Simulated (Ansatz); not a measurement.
The input, for Ansatz 0.2.0:

```yaml
crystal:
  periodic: [false, false, false]
  atoms:
    - {symbol: Ge, position_ang: [0.000000, -0.062489, 1.201709]}
    - {symbol: Ge, position_ang: [0.000000, 0.062489, -1.201709]}
    - {symbol: H, position_ang: [0.000000, 1.452439, 1.654456]}
    - {symbol: H, position_ang: [0.000000, -1.452439, -1.654456]}
basis:
  gaussian: {orbitals: cc-pVDZ}
total_charge: 1
magnetization: {spin_polarized: true, initial_magnetization: 1}
correlation: {method: ccsd_t, electrons: outside_noble_gas}
output: {forces: true}
```

```sh
$ ansatz run in.yaml --threads 1 --pin off --events-out ev --progress --plain --max-ram 4096MiB --backend cpu
```

(1) Roughly how long does this take on 1 thread of AMD EPYC 7R13, shared host, and how much host memory?

```
742 factors; integrals over basis functions are off by at most 1.1e-3 eV
mean field evaluation 1: about -112967.1226 eV, gradient 6.7e0 eV
mean field evaluation 2: about -112967.1270 eV, gradient 6.7e0 eV
mean field evaluation 4: about -112967.6721 eV, gradient 5.4e-1 eV
mean field evaluation 8: about -112967.6832 eV, gradient 7.3e-3 eV
mean field evaluation 16: about -112967.6832 eV, gradient 1.1e-3 eV
mean field evaluation 32: about -112967.6066 eV, gradient 4.7e0 eV
mean field evaluation 64: about -112967.6831 eV, gradient 2.5e-2 eV
mean field evaluation 96: about -112968.0464 eV, gradient 1.6e-2 eV
mean field evaluation 128: about -112967.6832 eV, gradient 2.3e-6 eV
mean field evaluation 160: about -112968.0351 eV, gradient 4.6e-1 eV
...
mean field evaluation 608: about -112964.6436 eV, gradient 2.0e-2 eV
mean field evaluation 640: about -112964.9476 eV, gradient 2.8e0 eV
mean field evaluation 672: about -112965.0503 eV, gradient 6.0e-2 eV
mean field evaluation 704: about -112965.2775 eV, gradient 7.3e-3 eV
mean field evaluation 736: about -112964.6997 eV, gradient 1.2e-3 eV
mean field evaluation 768: about -112965.1456 eV, gradient 3.5e-2 eV
mean field -112968.04924185 eV, -4151.4992371439 hartree, gradient 1.7e-6 eV, S^2 0.884677; 26 other end points of the search recorded, 0 dependent functions left out
determinant -112968.04924185 eV, -4151.4992371439 hartree, with singles and doubles -112972.44840203 eV, -4151.6609032987 hartree
determinant -112967.98749320 eV, -4151.4969679231 hartree, with singles and doubles -112972.52048538 eV, -4151.6635523130 hartree
determinant -112967.68320388 eV, -4151.4857854967 hartree, with singles and doubles -112972.61864544 eV, -4151.6671596289 hartree
determinant -112966.80999883 eV, -4151.4536958031 hartree, with singles and doubles -112970.99498206 eV, -4151.6074910999 hartree
determinant -112965.27753374 eV, -4151.3973787498 hartree, with singles and doubles -112970.29301908 eV, -4151.5816944364 hartree
determinant -112965.16243122 eV, -4151.3931488101 hartree, with singles and doubles -112969.71289178 eV, -4151.5603751512 hartree
determinant -112965.15042381 eV, -4151.3927075460 hartree, with singles and doubles -112970.69378340 eV, -4151.5964222533 hartree
determinant -112965.10474293 eV, -4151.3910288046 hartree, with singles and doubles -112969.73375728 eV, -4151.5611419444 hartree
determinant -112965.05387359 eV, -4151.3891593908 hartree, with singles and doubles -112969.70162450 eV, -4151.5599610865 hartree
determinant -112965.04981570 eV, -4151.3890102660 hartree, with singles and doubles -112970.56924630 eV, -4151.5918455993 hartree
determinant -112964.69967849 eV, -4151.3761429611 hartree, with singles and doubles -112970.16290110 eV, -4151.5769126886 hartree
determinant -112964.64374337 eV, -4151.3740873833 hartree, with singles and doubles -112969.53691490 eV, -4151.5539081203 hartree
determinant -112964.64142240 eV, -4151.3740020891 hartree, with singles and doubles -112969.56093968 eV, -4151.5547910147 hartree
determinant -112968.04924185 eV, -4151.4992371439 hartree, with singles and doubles -112972.45996339 eV, -4151.6613281710 hartree
determinant -112967.98749320 eV, -4151.4969679231 hartree, with singles and doubles -112972.55475834 eV, -4151.6648118211 hartree
determinant -112967.68320388 eV, -4151.4857854967 hartree, with singles and doubles -112972.61864401 eV, -4151.6671595763 hartree
28 core orbitals not correlated: weight in the atoms' cores, before any rotation towards them, 1.000 or more for the frozen orbitals, at most 0.000 for the correlated occupied ones
reference -112967.68320388 eV, -4151.4857854967 hartree; 5, 4 occupied and 31, 32 virtual orbitals, 742 factors
second order -3.93107989 eV of doubles, -0.00000000 eV of singles
cycle   1  -4.93544117 eV  change   -1.0e-6 eV  update   3.8e-6
cycle   2  -4.93544020 eV  change    9.6e-7 eV  update   2.8e-6
cycle   3  -4.93543994 eV  change    2.6e-7 eV  update   1.4e-6
cycle   4  -4.93543912 eV  change    8.2e-7 eV  update   5.2e-7
perturbative correction -0.23832504 eV, -0.0087582838 hartree
the calculation of the forces begins
Total energy: -112972.85696805 eV, -4151.6759178230 hartree
Atom 0 at     0.000000    -0.062489     1.201709 Å, force     0.000000     1.195191    -0.391879 eV/Å
Atom 1 at     0.000000     0.062489    -1.201709 Å, force     0.000000    -1.195191     0.391879 eV/Å
Atom 2 at     0.000000     1.452439     1.654456 Å, force    -0.000000    -0.349339     0.574080 eV/Å
Atom 3 at     0.000000    -1.452439    -1.654456 Å, force    -0.000000     0.349339    -0.574080 eV/Å
Dipole moment:    -0.000000    -0.000000     0.000000 e Å
```

Forces (eV/Å):
```
Ge   0.000  1.195 -0.392
Ge   0.000 -1.195  0.392
H    0.000 -0.349  0.574
H    0.000  0.349 -0.574
```

The determinant lies 0.37 eV above the lowest one of its kind in the log.

## Answers

(1) 46 s wall and 0.23 GiB.
